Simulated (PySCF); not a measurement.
H2N, SMILES [NH2], multiplicity 2.

Geometry optimised at B3LYP-D3(BJ)/def2-TZVPD. The isomer is the one that the SMILES or the coordinates give; other isomers of the formula were not compared.

These are TDA-LC-ωPBE/def2-TZVPD in PySCF values and carry that method's errors.

Vertical excitations. Gas-phase values at a fixed geometry.

Computed UV-visible absorptions:
```json
[
 {"state": "root 1", "energy (eV)": "2.39", "λ (nm)": "520", "f": "0.003", "main pairs": "β HOMO→LUMO 97 %"},
 {"state": "root 2", "energy (eV)": "6.57", "λ (nm)": "189", "f": "0.000", "main pairs": "β HOMO−1→LUMO 97 %"},
 {"state": "root 3", "energy (eV)": "7.84", "λ (nm)": "158", "f": "0.016", "main pairs": "α HOMO−1→LUMO 15 %, β HOMO→LUMO+1 78 %"},
 {"state": "root 4", "energy (eV)": "8.15", "λ (nm)": "152", "f": "0.030", "main pairs": "α HOMO→LUMO 93 %"},
 {"state": "root 5", "energy (eV)": "8.51", "λ (nm)": "146", "f": "0.105", "main pairs": "α HOMO−1→LUMO 79 %, β HOMO→LUMO+1 16 %"},
 {"state": "root 6", "energy (eV)": "9.74", "λ (nm)": "127", "f": "0.005", "main pairs": "α HOMO−1→LUMO+1 19 %, β HOMO→LUMO+2 67 %"},
 {"state": "root 7", "energy (eV)": "10.21", "λ (nm)": "121", "f": "0.000", "main pairs": "α HOMO→LUMO+1 91 %"},
 {"state": "root 8", "energy (eV)": "10.69", "λ (nm)": "116", "f": "0.041", "main pairs": "α HOMO−1→LUMO+1 68 %, β HOMO→LUMO+2 24 %"},
 {"state": "root 9", "energy (eV)": "10.75", "λ (nm)": "115", "f": "0.000", "main pairs": "α HOMO−1→LUMO+2 19 %, α HOMO→LUMO+3 6 %, β HOMO→LUMO+3 66 %"},
 {"state": "root 10", "energy (eV)": "11.36", "λ (nm)": "109", "f": "0.014", "main pairs": "α HOMO→LUMO+2 72 %, β HOMO→LUMO+4 13 %"}
]
```
Unrestricted roots are not spin-pure.
